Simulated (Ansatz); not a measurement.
H2O beside OCS: one fragment in the basis of the whole pair (the partner's atoms are ghosts).

in.yaml

```yaml
crystal:
  periodic: [false, false, false]
  atoms:
    - {symbol: O, position_ang: [0.795601, 0.828616, 1.159678]}
    - {symbol: C, position_ang: [0.133271, 0.010821, 1.634653]}
    - {symbol: S, position_ang: [-0.753954, -1.083361, 2.290841]}
basis:
  gaussian:
    orbitals: "def2-TZVPPD.json"
    ghost_atoms:
      - {symbol: O, position_ang: [-0.087013, -0.260577, -1.514125]}
      - {symbol: H, position_ang: [-0.554431, 0.020063, -2.303432]}
      - {symbol: H, position_ang: [0.466525, 0.484337, -1.267515]}
hamiltonian: {xc: hse06, dispersion: d4}
```

The basis file named in the input lies beside it (Basis Set Exchange, JSON).

Run by:

```bash
ansatz run in.yaml --threads 4 --pin off --events-out ev --progress --plain --max-ram 9574MiB
```

What Ansatz 0.2.0 printed:

```
Functional definition: HSE06
  name "HSE06"
  cite "Heyd, Scuseria & Ernzerhof, J. Chem. Phys. 118, 8207 (2003) doi:10.1063/1.1564060"
  cite "Krukau, Vydrov, Izmaylov & Scuseria, J. Chem. Phys. 125, 224106 (2006) doi:10.1063/1.2404663"
  cite "Heyd & Scuseria, J. Chem. Phys. 120, 7274 (2004) doi:10.1063/1.1668634"
  cite "Ernzerhof & Perdew, J. Chem. Phys. 109, 3313 (1998) doi:10.1063/1.476928"
  cite "Perdew, Burke & Ernzerhof, Phys. Rev. Lett. 77, 3865 (1996) doi:10.1103/PhysRevLett.77.3865"
  parent pbe
  parameter a = 0.25
  parameter omega = 0.11/bohr
  # The whole range is PBE's own exchange, as in plane waves. The composition of these papers is wPBEh.
  exchange = pbe_x - a*pbe_x_sr(omega) + a*exact_x_sr(omega)
  correlation = pbe_c
1000 factors; their error is unknown
76 factors; integrals over basis functions are off by at most 5.6e-5 eV
mean field evaluation 1: about -13909.7102 eV, gradient 4.6e1 eV
mean field evaluation 2: about -13889.3630 eV, gradient 1.1e2 eV
mean field evaluation 4: about -13913.6173 eV, gradient 1.0e1 eV
mean field evaluation 8: about -13913.8887 eV, gradient 1.8e-1 eV
mean field -13913.88875886 eV, -511.3259807155 hartree, gradient 1.9e-5 eV, S^2 0.000000; 0 other end points of the search recorded, 0 dependent functions left out
reference -13913.88880909 eV, -511.3259825615 hartree; 15, 15 occupied and 187, 187 virtual orbitals, 1000 factors
Total energy: -13913.92498533 eV, -511.3273120139 hartree
```

The run took about 1.2 s on 4 CPU threads of an Arm Neoverse V2 (shared host).
